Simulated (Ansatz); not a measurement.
# quartet NaC: levels of theory in one basis

```xyz
2

Na    0.0000    0.0000   -1.2050
C     0.0000    0.0000    1.2050
```

Basis set: def2-SVP (spherical functions). Correlated methods keep 2 orbitals frozen. Correlation on ROHF uses semicanonical orbitals with singles. Charge 0, multiplicity 4.

Computed with Ansatz (development build ahead of 0.2.0); each method stands on the lowest determinant of its kind that the runs found.

```csv
method,E − E(ROHF) (eV),<S²> of the determinant
ROHF,0.00,3.75
UHF,-0.05,3.76
ROHF-MP2,-1.89,–
UHF-MP2,-1.90,3.76
ROHF-CCSD(T),-2.36,–
UHF-CCSD(T),-2.36,3.76
```
